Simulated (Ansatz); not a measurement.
A made-up structure of C$_{2}$H$_{2}$B, doublet:

| atom | x (Å) | y (Å) | z (Å) |
| --- | --- | --- | --- |
| B1 | 0.5637 | 0.0514 | 0.0246 |
| C2 | -0.7456 | -0.0680 | -0.0325 |
| C3 | -2.0992 | -0.1914 | -0.0913 |
| H4 | 1.2562 | -0.8590 | 0.1434 |
| H5 | 1.0880 | 1.0727 | -0.0415 |

It is relaxed with PBE-D4/def2-SVP and then PBE0-D4/def2-TZVP (Ansatz 0.2.0). Atoms count as bonded within 1.22 times the sum of their covalent radii (H–H: 0.88 Å). The end point is not checked to be a true minimum.

Problem. Does its bonding change? (A judgement: the text doesn't fix the answer.)

Solution. Computed: No: no bond forms or breaks.

Where it ends: The first stage lowers the energy by 0.72 eV in 10 steps. It ends as C₂H₂B ([BH2][C][C]):
```
5
angstrom
B 0.6094 0.0736 0.0246
C -0.8574 0.0374 -0.0479
C -2.0915 -0.3005 -0.0810
H 1.2356 -0.9353 0.1496
H 1.1668 1.1305 -0.0425
```

Labels in which every atom is bracketed show which atoms are joined, not bond orders.

For scale, one of the runs: PBE0-D4/def2-TZVP relaxation, 105 basis functions, launched by `ansatz run in.yaml --threads 2 --pin off --events-out ev --progress --plain --max-ram 4352MiB`. The run took about 16 s on 2 CPU threads of an Arm Neoverse V2 (shared host).
